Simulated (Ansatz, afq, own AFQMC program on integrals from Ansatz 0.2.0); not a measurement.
CHB, triplet in 6-31G, levels against full CI

```xyz
3

B     0.0000    0.0000    1.4623
C     0.0000    0.0000   -0.1957
H     0.0000    0.0000   -1.2665
```

Connectivity, by distances: B–CH.

Basis 6-31G. Only valence electrons are correlated. Integrals, coupled cluster, full CI and functionals: Ansatz 0.2.0; the random walks run on the same integrals in our own AFQMC program. The CISD trial takes its coefficients from CCSD amplitudes. Released means that phaseless walkers are propagated on without the constraint, phases kept. ± is one standard error of the sampling.

Determinant: ROHF, the one that the program's search chose, which needn't be the lowest solution. The geometry is a point of a scan.

Full CI on the same integrals is exact in this basis and with this determinant's frozen core.

Cautions: lower spins were not checked; the released energies are still falling, so no released level is given (meV from the phaseless value at times in 1/Eh: -4.8 ± 2.0 at 0.24, -3.8 ± 1.5 at 0.51, -7.5 ± 2.0 at 0.99, -10.0 ± 0.8 at 1.62, -12.8 ± 1.6 at 2.40).

```
T1 diagnostic                               : 0.0285
weight of the determinant in the CISD state : 0.891
size of the correlated space                : 8 electrons in 18 orbitals
```

Reference: full CI, correlation energy -3.489 eV.

```csv
level,E − E(reference) (kJ/mol),share of correlation (%)
HF,336.7,0.00
MP2,100.3,70.20
CCSD,10.9,96.76
CCSD(T),3.1,99.07
CCSDT,0.7,99.80
CCSDT(Q),0.1,99.96
CCSDTQ,0.0,99.99
ph-AFQMC/CISD,1.8 ± 0.2,99.48
```

CCSDT and higher add their correlation energy to the determinant of the CCSD(T) run, since their own runs factorise the integrals more tightly (a shift of under 2 meV). A walk keeps the symmetry of its determinant, which the program's search chose and which needn't be the lowest solution, so a lower state of the same spin and another symmetry isn't excluded.
